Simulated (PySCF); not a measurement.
Stepwise substitution at one centre (Al Cl-OH). Gas-phase values, no solvent. One relaxed conformer stands for each flexible species; it need not be the lowest. Strings in code marks are SMILES.

Calculation: PBE-D3(BJ)/def2-TZVP // B3LYP-D3(BJ)/def2-TZVP in PySCF. Excitations are Tamm–Dancoff values on a coarser integration grid. The basis has no diffuse functions, so Rydberg states are missing or too high.

| species | LUMO (eV) | T1 excitation (TDA) (eV) | S1–T1 gap (TDA) (eV) | S1 oscillator strength |
|---|---|---|---|---|
| 0 of 3 Cl replaced by OH (`[Cl][Al]([Cl])[Cl]`) | -2.17 | 5.66 | 0.24 | 0.000 |
| 1 of 3 Cl replaced by OH | -1.87 | 5.85 | 0.24 | 0.006 |
| 2 of 3 Cl replaced by OH (`[Al]([Cl])([OH])[OH]` (H–O–Al–Cl torsion 0°, Cl–Al–O–H torsion 180°)) | -1.58 | 5.87 | 0.27 | 0.000 |
| 3 of 3 Cl replaced by OH (`[OH][Al]([OH])[OH]`) | -1.31 | 5.80 | 0.24 | 0.000 |
